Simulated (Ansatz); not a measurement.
**Phonon frequency of some cubic solids**

Method: BLYP (Ansatz, a program for electronic structure, PAW). References are measured values at room or unstated temperature, uncorrected unless marked, so that the deviations hold thermal and zero-point effects besides the level's error. The table is a random draw of 6 from 22 values with such references.

Values in cm⁻¹.

| solid | reference | BLYP | deviation (%) |
|---|---|---|---|
| 3C-SiC (X TA) | 373 | 373 | 0.0 |
| fcc Cu (X T) | 169 | 140 | -17.2 |
| diamond-structure Si (L LA) | 378 | 374 | -1.1 |
| 3C-SiC (X LO) | 829 | 789 | -4.8 |
| diamond-structure Si (L LO) | 420 | 378 | -10.0 |
| fcc Cu (L T) | 114 | ? | ? |

### Question
Estimate the withheld BLYP value.

### Answer
The deviations of the other rows run from -17.2 % to 0.0 %, with a median of -4.8 %; carried to the reference 114 it gives 109 cm⁻¹. The run gives 98 cm⁻¹ (-14.0 %), -10.1 % from the estimate; the row was drawn at random, and such an estimate is rough. Over these 6 values the mean deviation is -7.8 %, the mean absolute deviation 7.8 % (median 7.4 %), and the worst case fcc Cu (X T) at -17.2 %; the value is below the reference in 5 of 6 cases. Over all 22, from unrounded values, the mean deviation is -4.1 % and the mean absolute deviation 6.2 % (median 4.6 %).

Differences are worked out from the printed values.

Each level is taken at its own relaxed cell. Ansatz's density-functional and Hartree–Fock values are scalar-relativistic unless marked +SOC, with PAW data made under PBE.

Ansatz's runs of these crystals have no spin polarisation.

Not in this set, of the solids of all kinds but layered and molecular ones with a reference value in our tables and a result at some level: 37 for a doubt noted on the run at BLYP; 35 for no value at BLYP (not run, a failed fit, an unstable or unbound cell, or a value held back for tests); 16 for a reference of another kind, counted apart; 4 for a run that failed a test (BLYP). These can be a level's best or worst cases. At least 16 more with a reference value are held back for tests. Solids without a released value at any level aren't counted. The metals Ce to Yb are counted apart.

References as tabulated in Wang et al. (1996), arXiv:mtrl-th/9510002; He et al. (2014), arXiv:1309.4805; Giannozzi et al., Phys. Rev. B (1991); Yang et al. (2021), arXiv:2106.07201 and others.
